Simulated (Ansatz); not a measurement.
Ansatz (an electronic-structure program) input (B3LYP-D3(BJ)/def2-TZVP):

Ansatz 0.2 input:
```yaml
crystal:
  periodic: [false, false, false]
  atoms:
    - {symbol: C, position_ang: [-0.80012228, 0.12070210, -0.09112273]}
    - {symbol: C, position_ang: [0.66285136, 0.06816273, 0.09617410]}
    - {symbol: Cl, position_ang: [-1.73606996, -1.25257759, 0.25060763]}
    - {symbol: H, position_ang: [-1.26579701, 0.85232735, -0.72645921]}
    - {symbol: H, position_ang: [1.05446283, 1.07752346, 0.21206361]}
    - {symbol: H, position_ang: [0.92044384, -0.52191730, 0.97397854]}
    - {symbol: H, position_ang: [1.17100344, -0.38582468, -0.76468632]}
basis:
  gaussian:
    orbitals: def2-TZVP
hamiltonian:
  xc: b3lyp
  dispersion: d3bj
magnetization: {spin_polarized: true, initial_magnetization: 1}
relax: {f_tol: 0.002, max_steps: 150}
```

End of the output:

```
integrals: 0.04 GiB planned
799 factors; their error is unknown
mean field: 0.51 GiB planned
mean field -14662.19953094 eV, -538.8258943663 hartree, gradient 1.4e-5 eV, S^2 0.754679; 1 other end points of the search recorded, 0 dependent functions left out
the calculation of the forces begins
reference -14662.19976429 eV, -538.8259029416 hartree; 17, 16 occupied and 106, 107 virtual orbitals, 799 factors
Total energy: -14662.39702054 eV, -538.8331519750 hartree
Atom 0 at    -0.799142     0.120912    -0.084212 Å, force     0.000062     0.001676    -0.000178 eV/Å
Atom 1 at     0.667559     0.066001     0.094630 Å, force    -0.000290    -0.000335    -0.000064 eV/Å
Atom 2 at    -1.723913    -1.314742     0.095869 Å, force    -0.000281    -0.000822     0.000025 eV/Å
Atom 3 at    -1.316532     0.929068    -0.577312 Å, force    -0.000032    -0.000314     0.000076 eV/Å
Atom 4 at     1.082190     1.075328     0.084813 Å, force    -0.000033    -0.000038     0.000080 eV/Å
Atom 5 at     0.937073    -0.411665     1.040412 Å, force     0.000297     0.000024     0.000200 eV/Å
Atom 6 at     1.159537    -0.506507    -0.703645 Å, force     0.000277    -0.000190    -0.000139 eV/Å
Dipole moment:     0.222810     0.204721    -0.062763 e Å
```

It need not be the lowest isomer of its formula.
